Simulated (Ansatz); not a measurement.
Born–Oppenheimer molecular dynamics of C$_{2}$H$_{8}$N$_{2}$O (13 atoms, charge 0, multiplicity 1). It goes on from the last frame of an earlier run, with new velocities.

The calculation used Ansatz, RKS PBE-D4/STO-3G.

* ensemble: NVT, Langevin thermostat
* time step: 0.5 fs
* steps asked: 250
* set temperature: 200 K
* friction: 0.001 /fs
* seed: 824231

First frame:

```xyz
13
Properties=species:S:1:pos:R:3
N -2.133 0.335 -1.210
C -1.085 -0.487 -0.519
O -0.063 0.421 0.083
C 1.078 -0.404 0.536
N 2.210 0.398 1.115
H -1.551 1.052 -1.766
H -2.577 0.984 -0.446
H -1.468 -1.167 0.235
H -0.526 -1.069 -1.260
H 1.318 -1.031 -0.351
H 0.766 -1.094 1.353
H 2.263 1.180 0.342
H 1.768 0.992 1.828
```

Q: What does the run give?

A: All steps were run.

```yaml
steps_done: 250
time_covered: 125 fs
mean_temperature_over_the_second_half: 194 K
spread_of_the_potential_energy_over_the_second_half: 5.0 meV per atom
mean_potential_energy_of_the_second_half_above_the_start: -4.1 meV per atom
```

A run of 0.12 ps of so small a system gives no equilibrium averages. Limits of this set-up: minimal basis.

Q: What happens to the structure?

A: The same pairs are bonded in the first frame and the last. Pairs count as bonded within 1.25 times the sum of covalent radii (0.12 Å more for H–H). This is one draw of velocities; another would differ in detail.

Q: How do temperature and energy run in time?

A: 
| time (fs) | T (K) | potential energy less start (eV) |
| --- | --- | --- |
| 0.0 | 185 | 0.000 |
| 6.0 | 299 | -0.196 |
| 12.0 | 158 | 0.031 |
| 18.0 | 253 | -0.111 |
| 24.0 | 182 | 0.014 |
| 30.0 | 308 | -0.209 |
| 36.0 | 206 | -0.039 |
| 42.0 | 236 | -0.109 |
| 48.0 | 174 | 0.005 |
| 54.0 | 221 | -0.084 |
| 60.0 | 183 | -0.001 |
| 66.0 | 212 | -0.067 |
| 72.0 | 230 | -0.111 |
| 78.0 | 191 | -0.057 |
| 84.0 | 162 | -0.008 |
| 90.0 | 193 | -0.058 |
| 96.0 | 191 | -0.054 |
| 102.0 | 162 | 0.010 |
| 108.0 | 199 | -0.054 |
| 114.0 | 216 | -0.092 |
| 120.0 | 213 | -0.075 |

Time of the run: 5.8 min on 1 thread of Intel(R) Xeon(R) 6975P-C (Granite Rapids), with other jobs on the host, peak memory 0.093 GiB.
